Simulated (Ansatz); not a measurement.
2H WS₂ was calculated with HSE06+SOC (plane waves, PAW; Ansatz, a quantum-chemistry and plane-wave program).

Run with plane-wave cutoff 460 eV, 9×9×2 k mesh (along the axes of the cell as run), Fermi–Dirac smearing 0.01 eV, PAW data made under PBE.

Cell (measured lattice):

```cif
data_S4W2
_chemical_formula_sum 'W2 S4'
_space_group_name_H-M_alt 'P 1'
_space_group_IT_number 1
_cell_length_a 3.15300
_cell_length_b 3.15300
_cell_length_c 12.32300
_cell_angle_alpha 90.000
_cell_angle_beta 90.000
_cell_angle_gamma 120.000
loop_
_space_group_symop_operation_xyz
  'x, y, z'
loop_
_atom_site_label
_atom_site_type_symbol
_atom_site_fract_x
_atom_site_fract_y
_atom_site_fract_z
_atom_site_occupancy
W1 W 0.66667 0.33333 0.75000 1
W2 W 0.33333 0.66667 0.25000 1
S1 S 0.66667 0.33333 0.12300 1
S2 S 0.33333 0.66667 0.87700 1
S3 S 0.33333 0.66667 0.62300 1
S4 S 0.66667 0.33333 0.37700 1
```

Q: What does this level give for the band gap, smallest direct gap on the k points sampled and direct gap at Γ?

A: 
* **band gap**: 1.44 eV (indirect)
* **smallest direct gap on the k points sampled**: 2.10 eV
* **direct gap at Γ**: 2.82 eV

Note: cell and atoms aren't relaxed at this level (largest force component 0.25 eV/Å, pressure 0.5 GPa).
